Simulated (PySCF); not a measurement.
Name the molecule from its bond curve

A diatomic of charge 0 contains B. Its doublet curve at PBE0 in a triple-zeta basis (no relativity, PySCF), in eV from the separated fragments:

R (Å), E (eV) and a bar:
```
    1.035     -6.663 #######################
    1.083     -7.647 ##########
    1.131     -8.201 ###
    1.167     -8.401 #
    1.203     -8.455 
    1.239     -8.394 #
    1.287     -8.174 ####
    1.347     -7.740 #########
    1.419     -7.073 #################
    1.516     -6.070 ##############################
```

The fit gives ωe = 1934 cm⁻¹ and the rotational constant Bₑ = 1.794 cm⁻¹.

Which atom is the partner?

The minimum lies at 1.201 Å, so the reduced mass is 16.8576 u Å² cm⁻¹/(Bₑ·Re²) = 6.515 u. With B at 11.01 u the partner weighs about 16.0 u: O. The molecule is BO.

The state was picked by a PBE0 search and need not be the measured ground state.
